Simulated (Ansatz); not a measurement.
Two isomers of C3H6O2: A = `CC=C(O)O`, B = `C=COCO`.

Gas-phase electronic energies from Ansatz, PBE0-D4/def2-TZVP geometries. CBS: MP2 limit from def2 TZ/QZ plus the TZ coupled-cluster correction, frozen cores. DFT in def2-TZVPP. B3LYP here is the variant with VWN-RPA as its local correlation; programs differ in this. One conformer a species, not always the lowest.

(1) Which isomer does CCSD(T)/CBS put lower? Give the gap. (Best estimate.)

(2) Give E(B) − E(A) in kcal/mol with CCSD(T)/def2-TZVPP, B2PLYP, HF/def2-TZVPP, ωB97M-V, B3LYP, r2SCAN-D4, MP2/def2-TZVPP. (An estimate is asked.)

Largest T1 diagnostic: 0.012.

## Answers

(1) The calculation gave: A, by 13.8 kcal/mol.

(2) Computed: CCSD(T)/def2-TZVPP 13.3, B2PLYP 13.5, HF/def2-TZVPP 11.6, ωB97M-V 14.4, B3LYP 13.4, r2SCAN-D4 15.1, MP2/def2-TZVPP 14.8. None reverses the order clearly.

In def2-TZVPP, CCSD(T) changes the Hartree–Fock value by +1.6 kcal/mol (the triples alone add +0.0 kcal/mol) and MP2 by +3.1 kcal/mol.
